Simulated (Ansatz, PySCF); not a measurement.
Pair of molecules: CH5N (SMILES CN) (first 7 atoms) with CH4O (SMILES CO); geometry from S66by8 set.
(charge 0, multiplicity 1):
```csv
atom,x (Å),y (Å),z (Å)
N,-1.5691,-0.4091,-0.5740
H,-0.5787,-0.6213,-0.6021
H,-2.0441,-1.2987,-0.4972
C,-1.8514,0.3926,0.6142
H,-2.9172,0.6070,0.6640
H,-1.5564,-0.0610,1.5662
H,-1.3386,1.3491,0.5298
O,1.4465,-0.4282,-0.5105
H,1.7285,-0.0583,-1.3504
C,1.8324,0.4834,0.5089
H,1.5092,0.0537,1.4520
H,2.9135,0.6224,0.5480
H,1.3539,1.4570,0.3937
```

Counterpoise-corrected where a basis set is named; no monomer relaxation.

Rows in 6-31G* carry no dispersion term and start afresh at each structure (6-31G* with six Cartesian d functions).

Codes used: Ansatz (a first-principles code) with Gaussian orbitals; PySCF for 6-31G* rows, the dispersion terms. Each number belongs to the level named beside it.

Question: Estimate the interaction energy that PBE0/def2-TZVPPD returns for this input.

Answer: -7 kJ/mol

Question: Give the interaction energy at the level HF/6-31G*.

Answer: -3 kJ/mol

Question: Estimate the interaction energy that PBE-D3(BJ)/def2-TZVPPD returns for this input.

Answer: -13 kJ/mol
